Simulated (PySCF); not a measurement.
methylamine (CH5N), SMILES CN.

The structure is a stationary point at PBE0-D3(BJ)/def2-TZVP.

Two levels are set side by side: TDA-PBE/def2-TZVPD (PySCF) and TDA-CAM-B3LYP/def2-TZVPD (PySCF). Vertical, same geometry. The lowest singlet is HOMO→LUMO 100 % with PBE and HOMO→LUMO 89 % with the other functional; states are paired by order. Differences are taken from unrounded values.

```tsv
quantity	TDA-CAM-B3LYP	TDA-PBE	TDA-PBE minus TDA-CAM-B3LYP
lowest singlet excitation (eV)	5.88	5.18	-0.70
lowest triplet excitation (TDA) (eV)	5.61	4.96	-0.65
first bright state (f over 0.05) (eV)	8.19	7.18	-1.00
its oscillator strength	0.08	0.08	-0.01
```

A lower first singlet is the usual sign of a functional without exact exchange. Differences between two approximate levels are no errors against the true value.

Rough cost on one machine, each run with all the roots and properties that it gave: TDA-CAM-B3LYP against TDA-PBE about 3 times.
